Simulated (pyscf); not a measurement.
Single points on ωB97X-D3(BJ)/def2-SVP structures (PySCF, gas phase). Correlated levels are frozen-core, on RHF or UHF. ΔMP2 is the change of the MP2 total energy from the triple- to the quadruple-zeta basis.

**Question.** Estimate by transition-state theory (the high-pressure limit) the rate constant of •HC=CH–GeH₃ (SMILES [CH]=[CH][GeH3]) → GeH₃• (SMILES [GeH3]) + HC≡CH (SMILES C#C) (doublet surface; C–Ge broken, none formed) at 298 K, with CCSD(T)/def2-TZVPP + ΔMP2(QZVPP) energies (ideal gas, 1 atm, RRHO with modes under 100 cm⁻¹ raised to 100, one conformer, R ln 2 for chiral ones without a mode under 150 cm⁻¹; no tunnelling).

**Answer.** The electronic barrier is 22.8 kcal/mol and the thermal terms add -3.0, so ΔG‡ = 19.8 kcal/mol. With k_BT/h = 6.21e+12 s⁻¹ and RT = 0.592 kcal/mol, k = 1.9e-02 s⁻¹, a half-life of 3.6e+01 s through this channel alone. Wigner's tunnelling factor for 345i cm⁻¹ would be 1.12. A shift of 1 kcal/mol in the barrier changes k by a factor 5.4. On the reactant side the descent ends in a point that may be a rotor saddle (no frequency run), 1.0 kcal/mol over the lowest minimum found and 23.9 kcal/mol under the saddle at ωB97X-D3(BJ)/def2-TZVP. At ωB97X-D3(BJ)/def2-TZVP the barrier from the zero used here is 24.9 kcal/mol. •HC=CH–GeH₃ lies 27.1 kcal/mol over its isomer H₂C=CH–GeH₂• (electronic energy, ωB97M-D3(BJ)/def2-TZVP). This is the saddle that the search found; another between the same sides may lie lower. The CCSD(T) − MP2 part came from Ansatz, without density fitting, on the same reference. A UHF reference is spin-contaminated (<S²> up to 0.97), which harms MP2 most. The frozen core leaves the outer d or s,p core shells of the metals and heavy elements correlated in the MP2 and CC values, and def2-TZVPP describes them poorly, which can shift differences by a few kcal/mol. Elements up to Kr have no core potential and no relativistic terms here.
